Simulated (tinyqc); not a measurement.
Inside a calculation. Method: Pariser-Parr-Pople SCF with singles CI, for the molecule C=C(O)Cl (SMILES; centres numbered as the heavy atoms are written). One step of it, computed by the program tinyqc.

Problem. Singles CI, singlets. Over the 3 single excitations with the smallest orbital gaps: A = (e_a - e_i) delta + 2 (ia|jb) - (ij|ab), with (pq|rs) = sum c_mp c_mq gamma_mn c_nr c_ns. f = 2/3 w |mu|^2 in atomic units, mu = sqrt2 sum c_ia sum_m c_mi c_ma R_m.

orbital energies (eV): [-14.449611, -12.894228, -9.226813, 0.148694]

coefficients, order 1C, 2C, 3O, 4Cl:
```
[[0.188143, -0.066584, 0.729824, -0.653855],
 [0.469014, -0.140113, 0.503901, 0.711672],
 [0.571092, -0.677458, -0.407326, -0.221336],
 [0.646901, 0.719017, -0.218004, -0.130411]]
```

repulsion gamma_rs (eV), order 1C, 2C, 3O, 4Cl:
```
[[11.130000, 5.346287, 4.354817, 3.979827],
 [5.346287, 11.130000, 6.309478, 5.552194],
 [4.354817, 6.309478, 21.500000, 4.417861],
 [3.979827, 5.552194, 4.417861, 13.000000]]
```

Centres (angstrom, eV; a flat drawing with bonds scaled to 1.40 angstrom):
```
centre          x          y  core charge z          W   gamma_rr
1C      -1.212000  -0.700000              1  11.160000  11.130000
2C       0.000000   0.000000              1  11.160000  11.130000
3O       1.212000  -0.700000              2  33.000000  21.500000
4Cl      0.000000   1.400000              2  26.000000  13.000000
```

Give: singlet CI matrix; singlet excitation energies; oscillator strengths.

Solution.

singlet CI matrix (eV), order 3>4, 2>4, 1>4:
```
[[6.6381, -0.1371, 0.5492],
 [-0.1371, 8.4432, -0.0649],
 [0.5492, -0.0649, 10.1483]]
```

singlet excitation energies (eV): [6.5459, 8.4475, 10.2362]

oscillator strengths: [0.6316, 0.1280, 0.0401]
